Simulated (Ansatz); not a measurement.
# HF with SiH3F: superposition error and deformation, part 2 of 3

Ansatz 0.2.0, Gaussian basis.

## Step 13: CCSD(T)/def2-TZVPPD

The inputs:

a/in.yaml

```yaml
crystal:
  periodic: [false, false, false]
  atoms:
    - {symbol: F, position_ang: [0.746281, 0.167214, -2.697092]}
    - {symbol: H, position_ang: [0.822062, -0.221802, -1.858633]}
basis:
  gaussian: {orbitals: "def2-TZVPPD.json"}
correlation: {method: ccsd_t}
```

b/in.yaml

```yaml
crystal:
  periodic: [false, false, false]
  atoms:
    - {symbol: Si, position_ang: [-0.351207, 0.037801, 0.950086]}
    - {symbol: F, position_ang: [0.638847, -0.651890, -0.129722]}
    - {symbol: H, position_ang: [-1.733946, -0.129384, 0.453779]}
    - {symbol: H, position_ang: [0.023961, 1.464699, 1.047406]}
    - {symbol: H, position_ang: [-0.145999, -0.666739, 2.234176]}
basis:
  gaussian: {orbitals: "def2-TZVPPD.json"}
correlation: {method: ccsd_t}
```

The same command starts each run, in its folder.

On the command line:

```
> ansatz run in.yaml --threads 2 --pin off --events-out ev --progress --plain --max-ram 5222MiB
```

a printed, cut to the lines that bear on the results:

```text
Functional definition: HF
  name "HF"
  cite "Fock, Z. Phys. 61, 126 (1930) doi:10.1007/BF01340294"
  parent pbe
[...]
352 factors; integrals over basis functions are off by at most 1.2e-3 eV
[...]
mean field -2722.92779680 eV, -100.0657508656 hartree, gradient 1.7e-6 eV, S^2 0.000000; 0 other end points of the search recorded, 0 dependent functions left out
1 core orbitals not correlated: weight in the atoms' cores, before any rotation towards them, 1.000 or more for the frozen orbitals, at most 0.000 for the correlated occupied ones
reference -2722.92779680 eV, -100.0657508656 hartree; 4, 4 occupied and 52, 52 virtual orbitals, 352 factors
second order -7.44461495 eV of doubles, -0.00000000 eV of singles
cycle   1  -7.34958548 eV  change    9.5e-2 eV  update   4.7e-2
[...]
cycle   9  -7.49765895 eV  change    2.1e-6 eV  update   1.5e-6
perturbative correction -0.18596451 eV, -0.0068340699 hartree
Total energy: -2730.61142026 eV, -100.3481188197 hartree
```

Output in b, cut to the lines that bear on the results:

```text
[... 4 set-up lines as earlier in the session ...]
[...]
796 factors; integrals over basis functions are off by at most 8.0e-4 eV
[...]
mean field -10618.75220581 eV, -390.2319459146 hartree, gradient 1.6e-6 eV, S^2 0.000000; 0 other end points of the search recorded, 0 dependent functions left out
6 core orbitals not correlated: weight in the atoms' cores, before any rotation towards them, 1.000 or more for the frozen orbitals, at most 0.000 for the correlated occupied ones
reference -10618.75220581 eV, -390.2319459146 hartree; 7, 7 occupied and 126, 126 virtual orbitals, 796 factors
second order -10.49279099 eV of doubles, -0.00000000 eV of singles
cycle   1  -10.74857952 eV  change   -2.6e-1 eV  update   7.3e-2
[...]
cycle   9  -11.08119999 eV  change   -3.4e-6 eV  update   6.7e-6
perturbative correction -0.29528104 eV, -0.0108513780 hartree
Total energy: -10630.12868683 eV, -390.6500238812 hartree
```

Times: 0.25 s (a), 2.9 s (b) on 2 threads of AMD EPYC 9R45, shared host; peak memory 0.75 GiB.

## Step 14: Relaxing HF alone

relax-a/in.yaml

```yaml
crystal:
  periodic: [false, false, false]
  atoms:
    - {symbol: F, position_ang: [0.746281, 0.167214, -2.697092]}
    - {symbol: H, position_ang: [0.822062, -0.221802, -1.858633]}
basis:
  gaussian: {orbitals: def2-TZVP}
hamiltonian: {xc: pbe0, dispersion: d4}
relax: {f_tol: 0.005, max_steps: 200}
```

On the command line:

```
> ansatz run in.yaml --threads 2 --pin off --events-out ev --progress --plain --max-ram 5222MiB
```

Output, cut to the lines that bear on the results:

```text
[... 5 set-up lines as earlier in the session ...]
[...]
200 factors; their error is unknown
[...]
mean field -2731.80008358 eV, -100.3918013910 hartree, gradient 6.9e-6 eV, S^2 0.000000; 0 other end points of the search recorded, 0 dependent functions left out
[...]
reference -2731.80170839 eV, -100.3918611016 hartree; 5, 5 occupied and 32, 32 virtual orbitals, 200 factors
Total energy: -2731.80322167 eV, -100.3919167138 hartree
Atom 0 at     0.746583     0.165665    -2.693753 Å, force    -0.000142     0.000729    -0.001572 eV/Å
Atom 1 at     0.821760    -0.220253    -1.861972 Å, force     0.000142    -0.000729     0.001572 eV/Å
Dipole moment:     0.032752    -0.168128     0.362371 e Å
```

Wall time 0.4 s (2 threads of AMD EPYC 9R45, shared host).

Relaxation path:

```csv
step,energy from step 1 (eV),largest force component (eV/Å)
1,0.0000,0.3932
2,-0.0015,0.0818
3,-0.0016,0.0016
```

The bond:

```
 bond  before (Å)  after (Å)  change (Å)
F1–H2       0.927      0.920      -0.007
```

## Step 15: Relaxing SiH3F alone

relax-b/in.yaml

```yaml
crystal:
  periodic: [false, false, false]
  atoms:
    - {symbol: Si, position_ang: [-0.351207, 0.037801, 0.950086]}
    - {symbol: F, position_ang: [0.638847, -0.651890, -0.129722]}
    - {symbol: H, position_ang: [-1.733946, -0.129384, 0.453779]}
    - {symbol: H, position_ang: [0.023961, 1.464699, 1.047406]}
    - {symbol: H, position_ang: [-0.145999, -0.666739, 2.234176]}
basis:
  gaussian: {orbitals: def2-TZVP}
hamiltonian: {xc: pbe0, dispersion: d4}
relax: {f_tol: 0.005, max_steps: 200}
```

On the command line:

```
> ansatz run in.yaml --threads 2 --pin off --events-out ev --progress --plain --max-ram 5222MiB
```

Output, cut to the lines that bear on the results:

```text
[... 5 set-up lines as earlier in the session ...]
[...]
556 factors; their error is unknown
[...]
mean field -10640.14100941 eV, -391.0179699491 hartree, gradient 4.7e-5 eV, S^2 0.000000; 0 other end points of the search recorded, 0 dependent functions left out
[...]
Atom 1 at     0.638000    -0.649791    -0.132854 Å, force    -0.000051     0.000032     0.000066 eV/Å
Atom 2 at    -1.732569    -0.125904     0.460737 Å, force    -0.000131     0.000043    -0.000107 eV/Å
Atom 3 at     0.018229     1.461714     1.051980 Å, force     0.000001     0.000163    -0.000062 eV/Å
Atom 4 at    -0.153706    -0.659530     2.237706 Å, force     0.000080    -0.000150     0.000168 eV/Å
Dipole moment:    -0.161258     0.111955     0.176895 e Å
```

Run time: 2.1 s. Hardware: 2 threads of AMD EPYC 9R45, shared host.

Step by step:

```csv
step,energy from step 1 (eV),largest force component (eV/Å)
1,0.0000,0.5025
2,-0.0061,0.2922
3,-0.0058,0.2686
4,-0.0087,0.0064
5,-0.0087,0.0002
```

Close pairs (by a distance rule), those that changed most:

```
  bond  before (Å)  after (Å)  change (Å)
Si1–F2       1.619      1.600      -0.019
Si1–H3       1.479      1.482      +0.003
Si1–H4       1.479      1.482      +0.003
Si1–H5       1.479      1.482      +0.003
```

## Step 16: PBE-D4/def2-TZVPPD

free-a/in.yaml

```yaml
crystal:
  periodic: [false, false, false]
  atoms:
    - {symbol: F, position_ang: [0.746583, 0.165665, -2.693753]}
    - {symbol: H, position_ang: [0.821760, -0.220253, -1.861972]}
basis:
  gaussian: {orbitals: "def2-TZVPPD.json"}
hamiltonian: {xc: pbe, dispersion: d4}
```

free-b/in.yaml

```yaml
crystal:
  periodic: [false, false, false]
  atoms:
    - {symbol: Si, position_ang: [-0.338298, 0.027999, 0.938157]}
    - {symbol: F, position_ang: [0.638000, -0.649791, -0.132854]}
    - {symbol: H, position_ang: [-1.732569, -0.125904, 0.460737]}
    - {symbol: H, position_ang: [0.018229, 1.461714, 1.051980]}
    - {symbol: H, position_ang: [-0.153706, -0.659530, 2.237706]}
basis:
  gaussian: {orbitals: "def2-TZVPPD.json"}
hamiltonian: {xc: pbe, dispersion: d4}
```

The same command starts each run, in its folder.

On the command line:

```
> ansatz run in.yaml --threads 2 --pin off --events-out ev --progress --plain --max-ram 5222MiB
```

free-a printed, cut to the lines that bear on the results:

```text
[... 4 set-up lines as earlier in the session ...]
[...]
256 factors; their error is unknown
[...]
mean field -2731.92961718 eV, -100.3965616629 hartree, gradient 3.7e-5 eV, S^2 0.000000; 0 other end points of the search recorded, 0 dependent functions left out
reference -2731.92965489 eV, -100.3965630489 hartree; 5, 5 occupied and 52, 52 virtual orbitals, 256 factors
Total energy: -2731.93154877 eV, -100.3966326475 hartree
```

Output in free-b, cut to the lines that bear on the results:

```text
[... 4 set-up lines as earlier in the session ...]
[...]
679 factors; their error is unknown
[...]
mean field -10639.30116933 eV, -390.9871063954 hartree, gradient 3.3e-5 eV, S^2 0.000000; 0 other end points of the search recorded, 0 dependent functions left out
reference -10639.30121165 eV, -390.9871079507 hartree; 13, 13 occupied and 126, 126 virtual orbitals, 679 factors
Total energy: -10639.34815467 eV, -390.9888330751 hartree
```

Wall times: 0.15 s (free-a), 0.45 s (free-b) on 2 threads of AMD EPYC 9R45, shared host.

## Step 17: r2SCAN-D4/def2-TZVPPD

The same edit goes into each in.yaml of step 16 (free-a, free-b):

```diff
-hamiltonian: {xc: pbe, dispersion: d4}
+hamiltonian: {xc: r2scan, dispersion: d4}
```

Each run has its own folder and the same command.

On the command line:

```
> ansatz run in.yaml --threads 2 --pin off --events-out ev --progress --plain --max-ram 5222MiB
```

free-a printed, cut to the lines that bear on the results:

```text
[... 5 set-up lines as earlier in the session ...]
[...]
256 factors; their error is unknown
[...]
mean field -2733.34937603 eV, -100.4487368382 hartree, gradient 7.1e-6 eV, S^2 0.000000; 0 other end points of the search recorded, 0 dependent functions left out
reference -2733.34938912 eV, -100.4487373195 hartree; 5, 5 occupied and 52, 52 virtual orbitals, 256 factors
Total energy: -2733.34984666 eV, -100.4487541335 hartree
```

free-b printed, cut to the lines that bear on the results:

```text
[... 5 set-up lines as earlier in the session ...]
[...]
679 factors; their error is unknown
[...]
mean field -10644.34230690 eV, -391.1723647844 hartree, gradient 2.2e-5 eV, S^2 0.000000; 0 other end points of the search recorded, 0 dependent functions left out
reference -10644.34232066 eV, -391.1723652900 hartree; 13, 13 occupied and 126, 126 virtual orbitals, 679 factors
Total energy: -10644.35283937 eV, -391.1727518455 hartree
```

They took 0.25 s (free-a), 0.85 s (free-b) on 2 threads of AMD EPYC 9R45, shared host.

## Step 18: PBE0-D4/def2-TZVPPD

The same edit goes into each in.yaml of step 17 (free-a, free-b):

```diff
-hamiltonian: {xc: r2scan, dispersion: d4}
+hamiltonian: {xc: pbe0, dispersion: d4}
+output: {orbitals: {seedname: orbitals}}
```

The same command starts each run, in its folder.

On the command line:

```
> ansatz run in.yaml --threads 2 --pin off --events-out ev --progress --plain --max-ram 5222MiB
```

free-a printed, cut to the lines that bear on the results:

```text
[... 5 set-up lines as earlier in the session ...]
[...]
256 factors; their error is unknown
[...]
mean field -2731.92136596 eV, -100.3962584363 hartree, gradient 2.9e-5 eV, S^2 0.000000; 0 other end points of the search recorded, 0 dependent functions left out
reference -2731.92139409 eV, -100.3962594700 hartree; 5, 5 occupied and 52, 52 virtual orbitals, 256 factors
Total energy: -2731.92290738 eV, -100.3963150822 hartree
```

free-b printed, cut to the lines that bear on the results:

```text
[... 5 set-up lines as earlier in the session ...]
[...]
696 factors; their error is unknown
[...]
mean field -10640.18858723 eV, -391.0197184020 hartree, gradient 1.1e-5 eV, S^2 0.000000; 0 other end points of the search recorded, 0 dependent functions left out
reference -10640.18861913 eV, -391.0197195741 hartree; 13, 13 occupied and 126, 126 virtual orbitals, 696 factors
Total energy: -10640.22706552 eV, -391.0211324527 hartree
```

Wall times: 0.15 s (free-a), 0.6 s (free-b) on 2 threads of AMD EPYC 9R45, shared host.

## Step 19: B3LYP-D4/def2-TZVPPD

Each input of step 18 (free-a, free-b) changes in the same lines:

```diff
-hamiltonian: {xc: pbe0, dispersion: d4}
-output: {orbitals: {seedname: orbitals}}
+hamiltonian: {xc: {name: B3LYP}, dispersion: d4}
```

Each run has its own folder and the same command.

On the command line:

```
> ansatz run in.yaml --threads 2 --pin off --events-out ev --progress --plain --max-ram 5222MiB
```

Output in free-a, cut to the lines that bear on the results:

```text
[... 6 set-up lines as earlier in the session ...]
[...]
256 factors; their error is unknown
[...]
mean field -2734.61342115 eV, -100.4951896397 hartree, gradient 8.3e-5 eV, S^2 0.000000; 0 other end points of the search recorded, 0 dependent functions left out
reference -2734.61359642 eV, -100.4951960808 hartree; 5, 5 occupied and 52, 52 virtual orbitals, 256 factors
Total energy: -2734.61658612 eV, -100.4953059501 hartree
```

Log of free-b, cut to the lines that bear on the results:

```text
[... 6 set-up lines as earlier in the session ...]
[...]
689 factors; their error is unknown
[...]
mean field -10647.04010930 eV, -391.2715071938 hartree, gradient 1.0e-5 eV, S^2 0.000000; 0 other end points of the search recorded, 0 dependent functions left out
reference -10647.04033863 eV, -391.2715156216 hartree; 13, 13 occupied and 126, 126 virtual orbitals, 689 factors
Total energy: -10647.11669462 eV, -391.2743216524 hartree
```

They took 0.15 s (free-a), 0.7 s (free-b) on 2 threads of AMD EPYC 9R45, shared host.

## Step 20: wB97X-V/def2-TZVPPD

The same edit goes into each in.yaml of step 19 (free-a, free-b):

```diff
-hamiltonian: {xc: {name: B3LYP}, dispersion: d4}
+hamiltonian: {xc: {name: wB97X-V}}
```

The same command starts each run, in its folder.

On the command line:

```
> ansatz run in.yaml --threads 2 --pin off --events-out ev --progress --plain --max-ram 5222MiB
```

free-a printed, cut to the lines that bear on the results:

```text
[... 5 set-up lines as earlier in the session ...]
[...]
      + integral(e_c_pw_opposite_spin*poly(b97_u_opposite, cos0, cos1)) + vv10(b, c)
256 factors; their error is unknown
78 factors; integrals over basis functions are off by at most 2.5e-5 eV
[...]
mean field -2733.56425879 eV, -100.4566336341 hartree, gradient 1.3e-5 eV, S^2 0.000000; 0 other end points of the search recorded, 0 dependent functions left out
reference -2733.56425696 eV, -100.4566335670 hartree; 5, 5 occupied and 52, 52 virtual orbitals, 256 factors
Total energy: -2733.56425696 eV, -100.4566335670 hartree
```

free-b printed, cut to the lines that bear on the results:

```text
[... 5 set-up lines as earlier in the session ...]
[...]
      + integral(e_c_pw_opposite_spin*poly(b97_u_opposite, cos0, cos1)) + vv10(b, c)
689 factors; their error is unknown
200 factors; integrals over basis functions are off by at most 2.9e-5 eV
[...]
mean field -10644.09542959 eV, -391.1632922105 hartree, gradient 2.1e-5 eV, S^2 0.000000; 0 other end points of the search recorded, 0 dependent functions left out
reference -10644.09542748 eV, -391.1632921330 hartree; 13, 13 occupied and 126, 126 virtual orbitals, 689 factors
Total energy: -10644.09542748 eV, -391.1632921330 hartree
```

They took 0.3 s (free-a), 1.6 s (free-b) on 2 threads of AMD EPYC 9R45, shared host.

## Step 21: wB97M-V/def2-TZVPPD

The same edit goes into each in.yaml of step 20 (free-a, free-b):

```diff
-hamiltonian: {xc: {name: wB97X-V}}
+hamiltonian: {xc: {name: wB97M-V}}
```

The same command starts each run, in its folder.

On the command line:

```
> ansatz run in.yaml --threads 2 --pin off --events-out ev --progress --plain --max-ram 5222MiB
```

free-a printed, cut to the lines that bear on the results:

```text
[... 5 set-up lines as earlier in the session ...]
  # Of w^i u^j: cxij and so on, Table III.
[...]
  gx(w, u) = 1 - cx + cx01*u + cx10*w
[...]
      + integral(e_c_pw_mod_opposite_spin*gos(b97_w_opposite, b97_u_opposite)) + vv10(b, c)
256 factors; their error is unknown
78 factors; integrals over basis functions are off by at most 2.5e-5 eV
[...]
mean field -2733.75173353 eV, -100.4635232036 hartree, gradient 6.5e-5 eV, S^2 0.000000; 0 other end points of the search recorded, 0 dependent functions left out
reference -2733.75177823 eV, -100.4635248465 hartree; 5, 5 occupied and 52, 52 virtual orbitals, 256 factors
Total energy: -2733.75177823 eV, -100.4635248465 hartree
```

free-b printed, cut to the lines that bear on the results:

```text
[... 5 set-up lines as earlier in the session ...]
  # Of w^i u^j: cxij and so on, Table III.
[...]
  gx(w, u) = 1 - cx + cx01*u + cx10*w
[...]
      + integral(e_c_pw_mod_opposite_spin*gos(b97_w_opposite, b97_u_opposite)) + vv10(b, c)
684 factors; their error is unknown
200 factors; integrals over basis functions are off by at most 2.9e-5 eV
[...]
mean field -10644.75786305 eV, -391.1876361910 hartree, gradient 5.7e-6 eV, S^2 0.000000; 0 other end points of the search recorded, 0 dependent functions left out
reference -10644.75791553 eV, -391.1876381196 hartree; 13, 13 occupied and 126, 126 virtual orbitals, 684 factors
Total energy: -10644.75791553 eV, -391.1876381196 hartree
```

They took 0.3 s (free-a), 1.6 s (free-b) on 2 threads of AMD EPYC 9R45, shared host.

## Step 22: B2PLYP/def2-TZVPPD

The same edit goes into each in.yaml of step 21 (free-a, free-b):

```diff
-hamiltonian: {xc: {name: wB97M-V}}
+hamiltonian: {xc: {name: B2PLYP}}
```

One command serves all of them, each in its own folder.

On the command line:

```
> ansatz run in.yaml --threads 2 --pin off --events-out ev --progress --plain --max-ram 5222MiB
```

Log of free-a, cut to the lines that bear on the results:

```text
[... 5 set-up lines as earlier in the session ...]
[...]
352 factors; integrals over basis functions are off by at most 1.1e-3 eV
[...]
mean field -2730.77282853 eV, -100.3540504643 hartree, gradient 3.2e-6 eV, S^2 0.000000; 0 other end points of the search recorded, 0 dependent functions left out
1 core orbitals not correlated: weight in the atoms' cores, before any rotation towards them, 1.000 or more for the frozen orbitals, at most 0.000 for the correlated occupied ones
reference -2730.77293422 eV, -100.3540543481 hartree; 4, 4 occupied and 52, 52 virtual orbitals, 352 factors
second order -8.70928586 eV of doubles, -0.00000000 eV of singles
Total energy: -2733.12444140 eV, -100.4404706431 hartree
```

free-b printed, cut to the lines that bear on the results:

```text
[... 5 set-up lines as earlier in the session ...]
[...]
796 factors; integrals over basis functions are off by at most 1.3e-3 eV
[...]
mean field -10638.20038209 eV, -390.9466532104 hartree, gradient 3.3e-6 eV, S^2 0.000000; 0 other end points of the search recorded, 0 dependent functions left out
6 core orbitals not correlated: weight in the atoms' cores, before any rotation towards them, 1.000 or more for the frozen orbitals, at most 0.000 for the correlated occupied ones
reference -10638.20052800 eV, -390.9466585726 hartree; 7, 7 occupied and 126, 126 virtual orbitals, 796 factors
second order -12.49252561 eV of doubles, -0.00000000 eV of singles
Total energy: -10641.57350991 eV, -391.0706133717 hartree
```

Times: 0.2 s (free-a), 0.95 s (free-b) on 2 threads of AMD EPYC 9R45, shared host.

## Step 23: BLYP-D4/def2-TZVPPD

The same edit goes into each in.yaml of step 22 (free-a, free-b):

```diff
-hamiltonian: {xc: {name: B2PLYP}}
+hamiltonian: {xc: {name: BLYP}, dispersion: d4}
```

Each run has its own folder and the same command.

On the command line:

```
> ansatz run in.yaml --threads 2 --pin off --events-out ev --progress --plain --max-ram 5222MiB
```

free-a printed, cut to the lines that bear on the results:

```text
[... 4 set-up lines as earlier in the session ...]
[...]
256 factors; their error is unknown
[...]
mean field -2734.32855433 eV, -100.4847209771 hartree, gradient 4.1e-5 eV, S^2 0.000000; 0 other end points of the search recorded, 0 dependent functions left out
reference -2734.32879107 eV, -100.4847296771 hartree; 5, 5 occupied and 52, 52 virtual orbitals, 256 factors
Total energy: -2734.33337304 eV, -100.4848980615 hartree
```

Log of free-b, cut to the lines that bear on the results:

```text
[... 4 set-up lines as earlier in the session ...]
[...]
679 factors; their error is unknown
[...]
mean field -10645.88322422 eV, -391.2289924512 hartree, gradient 3.0e-5 eV, S^2 0.000000; 0 other end points of the search recorded, 0 dependent functions left out
reference -10645.88352860 eV, -391.2290036372 hartree; 13, 13 occupied and 126, 126 virtual orbitals, 679 factors
Total energy: -10645.99208761 eV, -391.2329931070 hartree
```

They took 0.15 s (free-a), 0.55 s (free-b) on 2 threads of AMD EPYC 9R45, shared host.

## Step 24: revPBE-D4/def2-TZVPPD

Each input of step 23 (free-a, free-b) changes in the same lines:

```diff
-hamiltonian: {xc: {name: BLYP}, dispersion: d4}
+hamiltonian: {xc: {name: revPBE}, dispersion: d4}
```

Each run has its own folder and the same command.

On the command line:

```
> ansatz run in.yaml --threads 2 --pin off --events-out ev --progress --plain --max-ram 5222MiB
```

Output in free-a, cut to the lines that bear on the results:

```text
[... 4 set-up lines as earlier in the session ...]
[...]
256 factors; their error is unknown
[...]
mean field -2733.67829621 eV, -100.4608244320 hartree, gradient 5.0e-6 eV, S^2 0.000000; 0 other end points of the search recorded, 0 dependent functions left out
reference -2733.67834309 eV, -100.4608261547 hartree; 5, 5 occupied and 52, 52 virtual orbitals, 256 factors
Total energy: -2733.68776527 eV, -100.4611724135 hartree
```

Log of free-b, cut to the lines that bear on the results:

```text
[... 4 set-up lines as earlier in the session ...]
[...]
679 factors; their error is unknown
[...]
mean field -10643.57355989 eV, -391.1441138527 hartree, gradient 3.5e-5 eV, S^2 0.000000; 0 other end points of the search recorded, 0 dependent functions left out
reference -10643.57361299 eV, -391.1441158041 hartree; 13, 13 occupied and 126, 126 virtual orbitals, 679 factors
Total energy: -10643.73910509 eV, -391.1501975267 hartree
```

Times: 0.15 s (free-a), 0.45 s (free-b) on 2 threads of AMD EPYC 9R45, shared host.

(Part 2 of 3 ends here.)
